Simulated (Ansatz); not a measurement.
Mulliken charges of FLi from ωB97M-V/def2-TZVPP in Ansatz (PBE0-D4/def2-TZVP geometry).

```
atom  x (Å)  y (Å)   z (Å)  charge (e)
 Li1  0.000  0.000  -1.171       0.688
  F2  0.000  0.000   0.388      -0.688
```

By hand: the dipole of these point charges (1 e Å = 4.8032 D).

Σ q r = (0.000, 0.000, -1.073) e Å, of length 1.073 e Å = 5.15 D.

How does the dipole of the full density compare? (Best estimate.)

The calculation gave: (0.000, 0.000, -1.278) e Å, 6.14 D; the point charges give 0.84 times that, at 0° from its direction.

Point charges leave out the atoms' own dipoles, such as those of lone pairs, and Mulliken's split depends on the basis, so the two needn't agree.
